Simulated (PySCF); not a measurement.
**AlCl2−, a complex of two parts: interaction energy**

The task here is to estimate one member of a computed series from the others.

Computed with PySCF 2.14.0; each step states its level. No surroundings beyond the atoms listed, unless a continuum is named. Atoms count from 0, parts from 1.

## Starting point

3 atoms, charge -1, multiplicity 1; geometry: GFN2-xTB. Parts: 1 = atoms 0–1, `[Al][Cl]`, charge 0; 2 = atom 2, `[Cl-]`, charge -1.

The first run:

Job settings and geometry (Å):

```
{"job": {"xc": "PBE0", "basis": "def2-TZVPD", "d3": "d3bj", "grid": 3, "kind": "geom", "shake": 0.01}, "charge": -1, "multiplicity": 1, "parts": [{"atoms": "0-1", "charge": 0, "multiplicity": 1}, {"atoms": "2-2", "charge": -1, "multiplicity": 1}]}
Al     0.340139    -1.000627     0.722212
Cl    -0.155315     0.498495    -0.889369
Cl     0.937581    -2.693871    -0.566167
```

The run is started by

```console
OMP_NUM_THREADS=1 python cluster_run.py task.json out
```

One launch serves the whole session: the jobs run in the order shown.

Steps of the session up to this table: Optimising the geometry at PBE0-D3(BJ)/def2-TZVPD; Coupled-cluster interaction energy: CCSD(T) and MP2, 2.28 Å; Coupled-cluster interaction energy: CCSD(T) and MP2, 2.39 Å; Coupled-cluster interaction energy: CCSD(T) and MP2, 2.51 Å; Coupled-cluster interaction energy: CCSD(T) and MP2, 2.17 Å; Coupled-cluster interaction energy: CCSD(T) and MP2, 2.85 Å; Coupled-cluster interaction energy: CCSD(T) and MP2, 2.05 Å; Coupled-cluster interaction energy: CCSD(T) and MP2, 3.42 Å; Coupled-cluster interaction energy: CCSD(T) and MP2, 4.56 Å.

One of the session's tables, all rows but one given; the rest of the session is left out.

It belongs to the step «Coupled-cluster interaction energy: CCSD(T) and MP2, 4.56 Å». 

| method | interaction energy (kcal/mol) |
| --- | --- |
| HF/aug-cc-pVDZ | -7.08 |
| MP2/aug-cc-pVDZ | -7.33 |
| CCSD/aug-cc-pVDZ | -7.11 |
| CCSD(T)/aug-cc-pVDZ | -7.15 |
| HF/aug-cc-pVQZ | ? |
| MP2/aug-cc-pVQZ | -7.55 |
| SCS-MP2/aug-cc-pVQZ | -7.38 |
| MP2, extrapolated | -7.59 |
| CCSD(T), limit estimate | -7.40 |

Estimate the missing values for HF/aug-cc-pVQZ.

The run gave: interaction energy (kcal/mol): -7.13. In the column «interaction energy (kcal/mol)» it lies between CCSD(T)/aug-cc-pVDZ (-7.15) and CCSD/aug-cc-pVDZ (-7.11).
